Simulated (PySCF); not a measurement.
Rock-salt LiCl: correlation energy from several methods in one and the same small orbital space (PySCF; 2 atoms at the zone centre, 8 electrons in 21 orbitals, empty ones MP2 natural orbitals of a TZ basis, lattice constant set to 5.91088 Å). Its volume lies 52 % above that of the crystal's usual cell. It tests the methods against each other and lies far from the crystal's limit.

Full CI gives -2.7134 eV per atom.

**Question.** What share of it do MP2, CCSD, CCSD(T), CCSDT, CCSDT(Q) recover?

**Answer.** MP2 83.3 %; CCSD 97.5 %; CCSD(T) 99.6 %; CCSDT 99.9 %; CCSDT(Q) 100.0 %.

| method | E_corr (eV per atom) | share of full CI (%) | error (meV) |
|---|---|---|---|
| MP2 | -2.2602 | 83.3 | 453 |
| CCSD | -2.6462 | 97.5 | 67 |
| CCSD(T) | -2.7035 | 99.6 | 10 |
| CCSDT | -2.7099 | 99.9 | 3 |
| CCSDT(Q) | -2.7130 | 100.0 | 0 |
| full CI | -2.7134 | 100.0 | 0 |

The Hartree–Fock determinant has a weight of 0.92 in the full CI state.

MP2, (T) and (Q) use filled levels shifted down by the Madelung term, which in so small a cell is a large part of the gap, so these rows hang on it.
